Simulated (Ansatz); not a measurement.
**SiH4 (singlet): wave-function methods side by side, cc-pVTZ**

How much of the correlation energy of SiH4 (singlet) does each wave-function method recover here?

Method: cc-pVTZ, core rule «outside noble gas», up to 5 orbitals frozen; program: Ansatz 0.2.0, Gaussian basis.

The runs, in order: UHF; CCSD(T) on RHF; BCCD(T) on RHF; CCSDT(Q) on RHF; CASSCF and MRCISD+Q, 8 electrons in 8 orbitals; CASSCF and NEVPT4(SD), 8 electrons in 8 orbitals; CASSCF and NEVPT2, 8 electrons in 8 orbitals.

5 further runs of the same task are left out: 5 set aside as unsound or not needed.

### 1 The geometry

The geometry is a PBE0/def2-TZVP stationary point (not a proven minimum) of the parent state, kept for this charge and spin.

5 atoms, charge 0, spin multiplicity 1.

Atoms are counted from 1 here; the program's logs count them from 0.

Bond lengths: Si1–H2 1.529 Å, Si1–H3 1.529 Å, Si1–H4 1.529 Å, Si1–H5 1.529 Å. Angles: H2–Si1–H3 90.0°, H2–Si1–H4 90.0°, H2–Si1–H5 180.0°, H3–Si1–H4 180.0°, H3–Si1–H5 90.0°, H4–Si1–H5 90.0°.

Coordinates:

```mol
H4Si
  3D, bonds by distance, orders not assigned

  5  4  0  0  0  0  0  0  0  0999 V2000
    0.0000    0.0000    0.0000 Si  0  0
   -0.0115    1.0851    1.0776 H   0  0
   -0.0165   -1.0776    1.0850 H   0  0
    0.0165    1.0776   -1.0850 H   0  0
    0.0115   -1.0851   -1.0776 H   0  0
  1  2  8  0
  1  3  8  0
  1  4  8  0
  1  5  8  0
M  END
```

### 2 UHF

Contents of in.yaml:

```yaml
crystal:
  periodic: [false, false, false]
  atoms:
    - {symbol: Si, position_ang: [0.000000, 0.000000, 0.000000]}
    - {symbol: H, position_ang: [-0.011525, 1.085107, 1.077576]}
    - {symbol: H, position_ang: [-0.016497, -1.077632, 1.084987]}
    - {symbol: H, position_ang: [0.016497, 1.077632, -1.084987]}
    - {symbol: H, position_ang: [0.011525, -1.085107, -1.077576]}
basis:
  gaussian: {orbitals: cc-pVTZ}
magnetization: {spin_polarized: true, initial_magnetization: 0}
hamiltonian: {xc: hf}
output: {orbitals: {seedname: orbitals}}
```

Command:

```console
$ ansatz run in.yaml --threads 1 --pin off --events-out ev --progress --plain --max-ram 2560MiB --backend cpu
```

Further steps of the session: CCSD(T) on RHF; BCCD(T) on RHF; CCSDT(Q) on RHF; CASSCF and MRCISD+Q, 8 electrons in 8 orbitals; CASSCF and NEVPT4(SD), 8 electrons in 8 orbitals; CASSCF and NEVPT2, 8 electrons in 8 orbitals.

Q: Predict the results of all the runs planned. Wanted: RCCSDT(Q) below the RHF energy; RMP2 from RCCSDT(Q); RCCSD from RCCSDT(Q); RCCSD(T) from RCCSDT(Q); NEVPT2 valence from RCCSDT(Q); NEVPT4(SD) valence from RCCSDT(Q); MRCISD+Q valence from RCCSDT(Q); T1 diagnostic; effectively unpaired electrons.

The runs gave:

| quantity | value |
| --- | --- |
| RCCSDT(Q) below the RHF energy | -4.8965 eV |
| RMP2 from RCCSDT(Q) | +976.4 meV |
| RCCSD from RCCSDT(Q) | +121.2 meV |
| RCCSD(T) from RCCSDT(Q) | +23.4 meV |
| NEVPT2 valence from RCCSDT(Q) | +875.9 meV |
| NEVPT4(SD) valence from RCCSDT(Q) | +110.6 meV |
| MRCISD+Q valence from RCCSDT(Q) | -13.3 meV |
| levels within 1 kcal/mol (43 meV) | RCCSD(T), BCCD(T), RCCSDT, MRCISD+Q valence |
| T1 diagnostic | 0.009 |
| effectively unpaired electrons | 0.02 |

In words: RCCSD(T) misses by +23.4 meV, 0.5 % of the correlation energy. One determinant dominates. Of the multireference levels listed MRCISD+Q valence comes nearest in total energy (-13.3 meV), which doesn't show that its space is the better one. These misses are within one basis, not against nature.
